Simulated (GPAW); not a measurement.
# NOF (nitrosyl fluoride): BP86/real-space grid (scalar-relativistic datasets)

Aim: a structure relaxation of NOF (nitrosyl fluoride). 

The calculation is run with GPAW 26.7.0.

4 further runs of the same task are left out: 2 that didn't finish, 2 set aside as unsound or not needed.

**1. The molecule**

The species is NOF (3 atoms), meant as a singlet with charge 0. SMILES: `O=NF`. The shape is that of a GFN2-xTB optimisation. The run starts from this shape.

Bond lengths: O1–N2 1.139 Å, N2–F3 1.492 Å. Angles: O1–N2–F3 111.3°.

**2. A structure relaxation at BP86/real-space grid (scalar-relativistic datasets)**

fno_relax.py reads:

```python
import numpy as np
from ase import Atoms
from ase.io import write
from ase.optimize import FIRE2
from ase.units import Bohr
from gpaw import GPAW, setup_paths
from gpaw.atom.configurations import parameters
from gpaw.atom.generator import Generator
from gpaw.utilities.adjust_cell import adjust_cell

positions_bohr = np.array(
              [[  1.665302,   0.459336,   0.967256],
               [  0.278300,  -0.910168,   0.054972],
               [ -1.943621,   0.450851,  -1.022247]])
mol = Atoms(["O", "N", "F"], positions=positions_bohr * Bohr)
adjust_cell(mol, 4.0, h=0.2)

for symbol in ["F", "N", "O"]:
    Generator(symbol, xcname="GGA_X_B88+GGA_C_P86", scalarrel=True, nofiles=True, txt=None).run(**parameters[symbol])
setup_paths.insert(0, ".")

gpaw_calc = GPAW(mode="fd",
                 h=0.2,
                 xc="GGA_X_B88+GGA_C_P86",
                 eigensolver="davidson",
                 maxiter=150,
                 symmetry="off",
                 txt="fno.txt")
mol.calc = gpaw_calc

opt = FIRE2(mol, trajectory="fno.traj")
converged = opt.run(fmax=0.05, steps=100)
print("Converged:", converged)
print(f"Final energy = {mol.get_potential_energy():.5f} eV")
print(f"r(N1-O0) = {mol.get_distance(1, 0):.4f} Ang")
print(f"r(F2-N1)                {mol.get_distance(2, 1):.4f} Ang")
write("relaxed.xyz", mol)
```

Launch:

```
$ python3 fno_relax.py
```

The program printed:

```text
Step     Time          Energy          fmax
FIRE2:    0 hh:mm:ss      -17.040342        1.165907
FIRE2:    1 hh:mm:ss      -17.050536        0.928315
FIRE2:    2 hh:mm:ss      -17.060334        0.358853
FIRE2:    3 hh:mm:ss      -17.060051        0.948204
FIRE2:    4 hh:mm:ss      -17.063195        0.400451
FIRE2:    5 hh:mm:ss      -17.064450        0.343756
FIRE2:    6 hh:mm:ss      -17.065164        0.334007
FIRE2:    7 hh:mm:ss      -17.066627        0.306234
FIRE2:    8 hh:mm:ss      -17.068271        0.260812
FIRE2:    9 hh:mm:ss      -17.069497        0.265703
FIRE2:   10 hh:mm:ss      -17.071024        0.266444
FIRE2:   11 hh:mm:ss      -17.072752        0.237142
FIRE2:   12 hh:mm:ss      -17.074452        0.232034
FIRE2:   13 hh:mm:ss      -17.076074        0.153137
FIRE2:   14 hh:mm:ss      -17.077254        0.135421
FIRE2:   15 hh:mm:ss      -17.078081        0.102999
FIRE2:   16 hh:mm:ss      -17.078581        0.071876
FIRE2:   17 hh:mm:ss      -17.078855        0.092080
FIRE2:   18 hh:mm:ss      -17.078991        0.092171
FIRE2:   19 hh:mm:ss      -17.079162        0.113151
FIRE2:   20 hh:mm:ss      -17.079409        0.119953
FIRE2:   21 hh:mm:ss      -17.079745        0.119218
FIRE2:   22 hh:mm:ss      -17.080142        0.118515
FIRE2:   23 hh:mm:ss      -17.080624        0.110418
FIRE2:   24 hh:mm:ss      -17.081142        0.094925
FIRE2:   25 hh:mm:ss      -17.081770        0.097262
FIRE2:   26 hh:mm:ss      -17.082557        0.140990
FIRE2:   27 hh:mm:ss      -17.083597        0.172323
FIRE2:   28 hh:mm:ss      -17.085142        0.223120
FIRE2:   29 hh:mm:ss      -17.087375        0.212622
FIRE2:   30 hh:mm:ss      -17.090245        0.191291
FIRE2:   31 hh:mm:ss      -17.093830        0.196002
FIRE2:   32 hh:mm:ss      -17.098646        0.154699
FIRE2:   33 hh:mm:ss      -17.103497        0.246758
FIRE2:   34 hh:mm:ss      -17.107463        0.849925
FIRE2:   35 hh:mm:ss      -17.109261        0.312735
FIRE2:   36 hh:mm:ss      -17.109818        0.417616
FIRE2:   37 hh:mm:ss      -17.110196        0.300445
FIRE2:   38 hh:mm:ss      -17.110534        0.284811
FIRE2:   39 hh:mm:ss      -17.110928        0.261532
FIRE2:   40 hh:mm:ss      -17.111278        0.230637
FIRE2:   41 hh:mm:ss      -17.111686        0.194145
FIRE2:   42 hh:mm:ss      -17.112153        0.165796
FIRE2:   43 hh:mm:ss      -17.112668        0.131493
FIRE2:   44 hh:mm:ss      -17.113064        0.160511
FIRE2:   45 hh:mm:ss      -17.113447        0.158040
FIRE2:   46 hh:mm:ss      -17.113810        0.122748
FIRE2:   47 hh:mm:ss      -17.114150        0.110411
FIRE2:   48 hh:mm:ss      -17.114453        0.102413
FIRE2:   49 hh:mm:ss      -17.114745        0.086040
FIRE2:   50 hh:mm:ss      -17.115010        0.081840
FIRE2:   51 hh:mm:ss      -17.115256        0.076054
FIRE2:   52 hh:mm:ss      -17.115468        0.069193
FIRE2:   53 hh:mm:ss      -17.115645        0.059958
FIRE2:   54 hh:mm:ss      -17.115791        0.057397
FIRE2:   55 hh:mm:ss      -17.115915        0.042088
Converged: True
Final energy = -17.11591 eV
r(N1-O0) = 1.1379 Ang
r(F2-N1)                1.5625 Ang
```

fno.txt (excerpt; [...] marks lines left out):

```text
[...]
Number of symmetries: 1
[...]
  Number of IBZ points: 1
[...]
Spin-components: 1 (collinear spins)
Bands:           12
[...]
  Valence electrons: 18.0
[...]
  Grid points: [52 44 48]
  Charge: 0.0  # |e|
[...]
    cutoffs:
[...]
occupation numbers:
  # Zero width
[...]
xc functional:
  name: GGA_X_B88+GGA_C_P86 with 2 nearest neighbor stencil
[...]
|iter     |     time |      energy | eigst |  dens |
[...]
|iter:   1| 00:00:02 |  -17.907566 | +1.01 |       |
[...]
Converged in 21 steps
[...]
dipole moment: (0.238746, -0.065103, 0.124699)  # |e|*Ang
Fermi level: -6.565
[...]
Converged in 14 steps
[...]
|iter:  13| 00:09:16 |  -17.115915c| -7.59c| -6.54c|
Converged in 13 steps
[...]
Energy contributions relative to reference atoms: (reference = -6242.990166)
Energy contributions:
  Kinetic:          22.221218
  Coulomb:         -26.830585
  Zero:              1.421338
  External:          0.000000
  Xc:              -13.927886
  Entropy:           0.000000
  Spinorbit:         0.000000
  ----------------------------
  Free energy:     -17.115915
  Extrapolated:    -17.115915
dipole moment: (0.333368, -0.075164, 0.156724)  # |e|*Ang
Fermi level: -6.758
Eigenvalues  # (at kpt = [0.000, 0.000, 0.000])
| band index |      eig [eV] | occ [0-2] |
|------------|---------------|-----------|
|          0 |       -33.214 |     2.000 |
|          1 |       -28.834 |     2.000 |
|          2 |       -17.926 |     2.000 |
|          3 |       -14.643 |     2.000 |
|          4 |       -14.293 |     2.000 |
|          5 |       -13.488 |     2.000 |
|          6 |        -9.616 |     2.000 |
|          7 |        -9.203 |     2.000 |
|          8 |        -8.510 |     2.000 |
|          9 |        -5.006 |     0.000 |
|         10 |        -2.273 |     0.000 |
|         11 |         0.502 |     0.000 |
Gap: 3.505 eV
Transition (v -> c):
[...]
Forces  # eV/Ang
|        x |        y |        z |
|----------|----------|----------|
|  0.01748 | -0.03772 | -0.00659 |  # O    0
| -0.01345 | -0.03391 | -0.00107 |  # N    1
|  0.00711 |  0.01156 | -0.00200 |  # F    2
Force computation time: 0.029  # s
timing:  # [seconds]
  Total:  555.690  # ━━━━━━━━━━━━━━━━━━━━━━━━━━━━━━━━━━━━━━━━━━━━━━━━━━━━━━━━
  Init:     1.841  #
  SCF:    522.366  # ━━━━━━━━━━━━━━━━━━━━━━━━━━━━━━━━━━━━━━━━━━━━━━━━━━━━╸
  Forces:   1.861  #
  Move:    29.283  # ━━━
```

Wall time 9.3 min (1 thread of Intel Xeon at 2.70GHz, shared host); peak memory 0.34 GiB.

Step by step:

| step | energy from the first frame kept (eV) | largest force (eV/Å) |
| --- | --- | --- |
| 0 | 0.0000 | 1.1659 |
| 3 | -0.0197 | 0.9482 |
| 6 | -0.0248 | 0.3340 |
| 9 | -0.0292 | 0.2657 |
| 12 | -0.0341 | 0.2320 |
| 15 | -0.0377 | 0.1030 |
| 18 | -0.0386 | 0.0922 |
| 21 | -0.0394 | 0.1192 |
| 24 | -0.0408 | 0.0949 |
| 27 | -0.0433 | 0.1723 |
| 30 | -0.0499 | 0.1913 |
| 33 | -0.0632 | 0.2468 |
| 36 | -0.0695 | 0.4176 |
| 39 | -0.0706 | 0.2615 |
| 42 | -0.0718 | 0.1658 |
| 45 | -0.0731 | 0.1580 |
| 48 | -0.0741 | 0.1024 |
| 51 | -0.0749 | 0.0761 |
| 54 | -0.0754 | 0.0574 |
| 55 | -0.0756 | 0.0421 |

After the run. Bond lengths: O1–N2 1.138 Å. A long bond or contact: N2–F3 1.562 Å.

**3. Summary of results**

At BP86/real-space grid (scalar-relativistic datasets):

| quantity | value |
| --- | --- |
| energy as printed (from the program's reference atoms) | -17.1159 eV |
| dipole moment | 1.81 D |
| HOMO energy | -8.51 eV |
| LUMO energy | -5.01 eV |
| HOMO–LUMO gap | 3.50 eV |

What this shows: At the final geometry: Bond lengths: O1–N2 1.138 Å. A long bond or contact: N2–F3 1.562 Å. The optimisation took 55 steps and changed the energy by -0.076 eV.
